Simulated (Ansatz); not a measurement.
Input for Ansatz (development build ahead of 0.2.0):

```yaml
crystal:
  periodic: [false, false, false]
  atoms:
    - { symbol: Mg, position_ang: [0.0, 0.0, 0.0] }
    - { symbol: Mg, position_ang: [0.0, 6.8103, 0.0] }
    - { symbol: Mg, position_ang: [0.0, -6.8103, 0.0] }
basis:
  gaussian: { orbitals: pcseg-2 }
magnetization:
  initial_magnetization: 2
hamiltonian:
  xc: pbe
```

The input is written out in the form of the current development build from the run's settings.

The run gave:

| Property | Result |
| --- | --- |
| Converged | yes |
| Total energy | -599.75926 hartree |
| Spin squared of the determinant | 2.000 |
| Stability test | minimum among restricted orbitals |

Caution: stretched shape with no unrestricted run beside it, a lower state can exist; other spin multiplicities may lie lower.
